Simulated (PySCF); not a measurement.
Methylcyclopropane, C4H8.
Z-matrix (Å and degrees, PBE0-D3(BJ)/def2-SVP geometry), rows numbered from 1:
```
C 
C   1  1.5052
C   2  1.5002  1  120.54
C   2  1.5003  1  120.47  3    71.04
H   1  1.1022  2  111.43  3    85.29
H   1  1.1017  2  110.98  3   -34.54
H   1  1.1019  2  111.43  3  -154.34
H   2  1.0960  1  114.33  3  -144.41
H   3  1.0936  2  118.62  4   107.94
H   3  1.0943  2  117.75  4  -107.91
H   4  1.0936  2  118.78  3  -108.09
H   4  1.0944  2  117.53  3   107.89
```

Computed, not measured: PySCF 2.14.0, delta-SCF UKS SCAN, pcX-2 on the ionised atom, pcseg-1 elsewhere, spin-free X2C. Each binding energy is the total energy of the core-ionised species, with the hole localised on one atom, minus that of the ground state; both are solved self-consistently, so orbital relaxation is included.

One binding energy is withheld.

```
atom(s)    bonded to  level  binding energy (eV)
     C1    C and 3 H   C 1s               290.64
     C2    3 C and H   C 1s               290.60
  C3/C4  2 C and 2 H   C 1s                    ?
```

Q: Fill in C 1s for C3/C4.

A: 290.45 eV (three-membered-ring carbon). The nearest listed C 1s value is that of C2; the shift against it is -0.15 eV.

The 3 C 1s values lie within 0.19 eV of each other; Gaussian lines of 0.5 eV full width would blend them into one maximum.

Q: Give the binding energy of C 1s of C2 in hartree and in kJ/mol.

A: 290.60 eV = 10.6794 Eh = 28039 kJ/mol.

Atoms equivalent by their bonding share one computed value, that of the first of them. Geometry: PBE0-D3(BJ)/def2-SVP; no solvent, vibrations or thermal averaging.
